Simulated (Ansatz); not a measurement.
# Si₂C (singlet): the correlation ladder, cc-pVDZ

An exercise on one series of results from a longer session: the logs are not shown, and one member is left open.

Computed with Ansatz 0.2.0, Gaussian basis. Level: cc-pVDZ, core rule «outside noble gas», up to 11 orbitals frozen.

Plan: UHF; CCSD(T) on RHF; CCSD(T) on UHF; BCCD(T) on RHF; CISD; CCSDT(Q) on RHF; CCSDT(Q) on UHF; CASSCF and MRCISD+Q, 8 electrons in 8 orbitals; CASSCF and NEVPT2, 8 electrons in 8 orbitals.

18 further runs of the same task are left out: 6 that didn't finish, 12 set aside as unsound or not needed.

### What is computed

The geometry is a PBE0/def2-TZVP stationary point (not a proven minimum) of the parent state, kept for this charge and spin.

3 atoms, charge 0, spin multiplicity 1.

Atoms are counted from 1 here; the program's logs count them from 0.

Bond lengths: C1–Si2 1.825 Å, C1–Si3 1.757 Å, Si2–Si3 2.287 Å. Angles: Si2–C1–Si3 79.3°, C1–Si2–Si3 49.0°, C1–Si3–Si2 51.6°.

Set-up of the first run:

Input file in.yaml:

```yaml
crystal:
  periodic: [false, false, false]
  atoms:
    - {symbol: C, position_ang: [0.000000, -1.134324, -0.058627]}
    - {symbol: Si, position_ang: [0.000000, 0.227422, 1.155842]}
    - {symbol: Si, position_ang: [0.000000, 0.257669, -1.130771]}
basis:
  gaussian: {orbitals: cc-pVDZ}
magnetization: {spin_polarized: true, initial_magnetization: 0}
hamiltonian: {xc: hf}
output: {orbitals: {seedname: orbitals}}
```

Started as:

```sh
ansatz run in.yaml --threads 1 --pin off --events-out ev --progress --plain --max-ram 2393MiB
```

Among the steps run: UHF; CCSD(T) on RHF; CCSD(T) on UHF; BCCD(T) on RHF; CISD; CCSDT(Q) on RHF; CCSDT(Q) on UHF; CASSCF and MRCISD+Q, 8 electrons in 8 orbitals; CASSCF and NEVPT2, 8 electrons in 8 orbitals.

One of the session's tables, all rows but one given; the rest of the session is left out.

| method | from RCCSDT(Q) (meV) |
| --- | --- |
| RHF | +9373.5 |
| UHF | ? |
| RMP2 | +1189.9 |
| UMP2 | +2010.3 |
| CISD | +1779.1 |
| RCCSD | +688.5 |
| UCCSD | +737.5 |
| RCCSD(T) | +90.1 |
| UCCSD(T) | +185.0 |
| BCCD(T) | +84.0 |
| RCCSDT | +80.6 |
| UCCSDT | +88.4 |
| RCCSDT(Q) | 0 |
| UCCSDT(Q) | -3.8 |
| CASSCF frontier | +5938.3 |
| NEVPT2 frontier | +1587.1 |
| MRCISD frontier | +761.4 |
| MRCISD+Q frontier | +110.7 |

Estimate the missing values for UHF.

**Answer.** from RCCSDT(Q) (meV): +8994.4. In the column «from RCCSDT(Q) (meV)» it lies between CASSCF frontier (+5938.3) and RHF (+9373.5).

To keep in mind: The determinant is far from a pure spin state, so its energy mixes those of several spin states (harmless only where they are near-degenerate, as at dissociation). Warnings: restricted reference is unstable; spin contamination; large T1 diagnostic. Restricted and unrestricted rows rest on different reference determinants; where their highest levels disagree by more than a few hundredths of an eV, they describe different states and don't form one ladder.
